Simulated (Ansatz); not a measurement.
A made-up structure of MgAlH2, doublet:

Mg1  (-2.464, -0.708, -0.193)
Al2  (0.259, 0.077, 0.024)
H3  (1.357, -0.772, 0.832)
H4  (-3.847, -1.099, 0.752)
(Å)

It is relaxed with PBE-D4/def2-SVP and then PBE0-D4/def2-TZVP (Ansatz 0.2.0). Atoms count as bonded within 1.22 times the sum of their covalent radii (H–H: 0.88 Å). The end point is not checked to be a true minimum.

(1) Does its bonding change? (Judge from chemistry; the calculation decides.)

Results:

(1) By the calculation: No: no bond forms or breaks.

Where it ends: The first stage lowers the energy by 0.21 eV in 7 steps. It ends as MgAlH₂ ([MgH][AlH]):
| atom | x (Å) | y (Å) | z (Å) |
| --- | --- | --- | --- |
| Mg1 | -2.3800 | -0.7887 | 0.3593 |
| Al2 | 0.2228 | -0.0159 | 0.0041 |
| H3 | 1.5390 | -0.6665 | 0.6747 |
| H4 | -4.0768 | -1.0308 | 0.3772 |

Labels in which every atom is bracketed show which atoms are joined, not bond orders.

For scale, one of the runs: PBE0-D4/def2-TZVP relaxation, 81 basis functions, launched by `ansatz run in.yaml --threads 2 --pin off --events-out ev --progress --plain --max-ram 4352MiB`. Hardware: 2 CPU threads of an Arm Neoverse N1, shared host. Wall time about 18 s.
